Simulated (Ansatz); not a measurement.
B2H6, relaxed as a singlet with RKS PBE-D4/def2-TZVP in Ansatz, starting from the GFN2-xTB geometry. Force threshold 0.02 eV/Å.

Start:

```xyz
8

B     0.5792   -0.6052   -0.3412
H     0.7539   -0.6905   -1.4991
H     1.1787   -1.3323    0.3588
H     0.7025    0.6364    0.0593
B    -0.5793    0.6053    0.3415
H    -0.7536    0.6913    1.4992
H    -1.1775    1.3322   -0.3593
H    -0.7039   -0.6371   -0.0592
```

```
step  energy (eV)  largest force component (eV/Å)  SCF passes
   1   -1447.2710                           0.613          21
   2   -1447.3530                           0.183          27
   3   -1447.3563                           0.027          27
   4   -1447.3563                           0.009          20
```

Force components are those of the run's own axes.

End:

```csv
atom,x (Å),y (Å),z (Å)
B1,0.562,-0.588,-0.331
H2,0.713,-0.645,-1.517
H3,1.155,-1.312,0.415
H4,0.729,0.661,0.062
B5,-0.562,0.588,0.331
H6,-0.713,0.645,1.517
H7,-1.155,1.312,-0.415
H8,-0.729,-0.661,-0.062
```

By distances, no bond broke or formed. The bond that changes most is B1–B5, from 1.81 to 1.76 Å (atoms count from 1).

No frequencies were taken in this run, so the end may be a saddle point.

Hardware: 4 threads of Arm Neoverse V1 on a shared host. Wall time 2.4 s.
